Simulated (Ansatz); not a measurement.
For Ga2O3 (C2/m, No. 12), LDA (PAW; Ansatz, a quantum-chemistry and plane-wave program) gives:

```
Quantity                    Result
------------------  --------------
volume per atom      10.22 Å³/atom
formation enthalpy  -2.186 eV/atom
```

Task: What does r²SCAN-D4 (Ansatz, PAW) give for the same quantities?

Result: 
- equilibrium volume per atom: 10.41 Å³/atom (rises by 1.9 %)
- formation enthalpy: -2.140 eV/atom (moves by +0.046 eV/atom)

Changes are worked out from the printed values.

Unless a cell is named, each level is at its own relaxed cell (LDA 10.22, r²SCAN-D4 10.41 Å³/atom).

Caveats: the relaxation could not lower the start's symmetry, so the cell can be a saddle point above a distorted one (LDA, r²SCAN-D4). Ansatz's density-functional and Hartree–Fock values are scalar-relativistic unless marked +SOC, with PAW data made under PBE.
